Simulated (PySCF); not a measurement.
Compound: C3H6N (doublet state).
Geometry (PBE0-D3(BJ)/def2-SVP, Å), atoms numbered from 1 in this order:
```
atom  x, y, z in Å
C1    -1.073    0.577   -0.126
C2    -0.276   -0.580    0.359
C3     1.119   -0.714    0.175
N4     1.928    0.108   -0.434
H5    -2.135    0.316   -0.239
H6    -1.025    1.424    0.584
H7    -0.711    0.955   -1.096
H8    -0.787   -1.365    0.926
H9     1.580   -1.620    0.600
H10    1.398    0.911   -0.795
```

The hyperfine couplings belong to this conformer and change with its torsions.

The species is `[H]/N=C\[CH]C` [radical].

The calculation used PySCF, UHF, IGLO-III on C N, pcH-1 on H, non-relativistic, mean-field spin-orbit, GIAO. One conformer (not necessarily the lowest) at the PBE0-D3(BJ)/def2-SVP geometry, without solvent, vibrations or thermal averaging.

Output of the driver script (its header reads UKS for Hartree–Fock too). The program numbers atoms from 0.

```
UKS, final grid
  cycle   1  E = -171.46829715  |g| = 3.31e-01
  cycle   2  E = -171.53173274  |g| = 1.99e-01
  cycle   3  E = -171.55174449  |g| = 6.64e-02
  cycle   4  E = -171.55818946  |g| = 3.54e-02
  cycle   5  E = -171.56108931  |g| = 2.51e-02
  cycle   6  E = -171.56366080  |g| = 1.42e-02
  cycle   7  E = -171.56456016  |g| = 6.76e-03
  cycle   8  E = -171.56477168  |g| = 2.93e-03
  cycle   9  E = -171.56480738  |g| = 1.08e-03
  cycle  10  E = -171.56481045  |g| = 4.78e-04
  cycle  11  E = -171.56481089  |g| = 1.93e-04
  cycle  12  E = -171.56481096  |g| = 9.13e-05
  cycle  13  E = -171.56481097  |g| = 4.54e-05
  cycle  14  E = -171.56481098  |g| = 1.88e-05
  cycle  15  E = -171.56481098  |g| = 1.16e-05
E = -171.56481098 Eh   <S^2> = 0.9552 (exact 0.7500)
g shifts (ppm)      1          2          3
  rmc          -189       -189       -189
  gc            -13         44         35
  oz_so          19       1130       2528
  total        -183        984       2374
hyperfine (MHz)  atom isotope    a_iso     a_fc   dipolar eigenvalues
    0   13C     -56.87     -56.87     -0.54     -0.08      0.62
    1   13C     158.79     158.79    -63.29    -59.80    123.09
    2   13C    -151.46    -151.46    -72.02     30.61     41.41
    3   14N      50.04      50.04    -29.62    -28.70     58.32
    4    1H      26.53      26.53     -4.38     -2.15      6.53
    5    1H     107.95     107.95     -4.62     -1.64      6.25
    6    1H      42.80      42.80     -4.66     -1.20      5.86
    7    1H    -105.93    -105.93    -35.66     -1.27     36.94
    8    1H      57.19      57.19    -14.77     -5.08     19.85
    9    1H     -84.75     -84.75    -36.44     -8.52     44.97
```

Find the weak point of this converged calculation.

⟨S²⟩ = 0.955 is 27 % above the exact 0.750: the determinant holds components of higher spin, so its spin density, and the couplings taken from it, aren't those of a pure doublet state. Most negative Mulliken spin populations: C3 (-0.73) and C1 (-0.14), with atoms counted from 1. At the same geometry and basis B3LYP gives ⟨S²⟩ = 0.774, g_iso = 2.0033 (here 2.0034) and a(13C, atom 2 as the log counts) = -42.0 MHz (here -151.5, class means).
